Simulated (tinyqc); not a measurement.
Worked calculation: RHF in the sto-3g basis, for H2F+, spin multiplicity 1. Computed by tinyqc, a small Python program that keeps every step (integrals from PySCF). Settings: charge = 1, multiplicity = 1, basis = sto-3g, energy threshold = 1e-09, iteration cap = 61, orthogonalisation = symmetric, start = highest core orbitals, DIIS depth = 4, damping = 0.7, shift = 0.2, method = RHF. Command: `OMP_NUM_THREADS=1 python tinyqc.py 31898 31899 out.jsonl` (the two numbers bound the seeds that draw the settings). One thread of a shared host (Intel(R) Xeon(R) Processor @ 2.60GHz), about 0.1 s of CPU time with the checks.

Geometry (angstrom):
```
atom         x          y         z
F     0.000000   0.000000  0.000000
H     0.000000   0.873000  0.467000
H     0.000000  -0.873000  0.467000
```

Stop when the energy changes by less than 1e-09 hartree and every element of the error matrix X^T (F D S - S D F) X is below 9e-06.

Course of the cycle:
```
iteration   E (hartree)     change  largest element of the error matrix
1          -37.67256481          -                             3.22e-01
2          -57.12638818  -1.95e+01                             2.36e-01
3          -70.08063228  -1.30e+01                             2.11e-01
4          -78.74879795  -8.67e+00                             2.28e-01
5          -84.78978259  -6.04e+00                             2.12e-01
6          -89.05918247  -4.27e+00                             1.53e-01
7          -92.01911821  -2.96e+00                             1.10e-01
8          -94.07734744  -2.06e+00                             8.42e-02
9          -95.51451332  -1.44e+00                             6.48e-02
10         -96.52001732  -1.01e+00                             4.74e-02
11         -97.22313233  -7.03e-01                             3.33e-02
12         -97.71448429  -4.91e-01                             2.50e-02
13         -98.05831311  -3.44e-01                             1.85e-02
14         -98.29891670  -2.41e-01                             1.33e-02
...                 ...        ...                                  ...
48         -98.85989549  -1.30e-06                             1.80e-07
49         -98.85989640  -9.10e-07                             1.30e-07
50         -98.85989704  -6.37e-07                             9.33e-08
51         -98.85989749  -4.46e-07                             6.73e-08
52         -98.85989780  -3.12e-07                             4.86e-08
53         -98.85989802  -2.19e-07                             3.50e-08
54         -98.85989817  -1.53e-07                             2.52e-08
55         -98.85989828  -1.07e-07                             1.82e-08
56         -98.85989835  -7.50e-08                             1.31e-08
57         -98.85989840  -5.25e-08                             9.46e-09
58         -98.85989844  -3.67e-08                             6.82e-09
59         -98.85989847  -2.57e-08                             4.93e-09
60         -98.85989849  -1.80e-08                             3.55e-09
61         -98.85989850  -1.26e-08                             2.56e-09
```

Can the last value be used, and what does the course show?

Not by the stop rule, although the second column moves by less than 1e-07 over the last three steps. Not converged within the cap of 61 iterations: the residual falls steadily but slowly, by a factor of about 0.72 a step. Reruns (cap 100 unless said): DIIS 8: converged in 14; damping 0.5: converged in 37; level shift 0.5: converged in 19; atomic densities as start, DIIS 8: converged in 8; the original settings with a cap of 400: converged in 69. PySCF RHF in the same basis = -98.85989853 hartree.
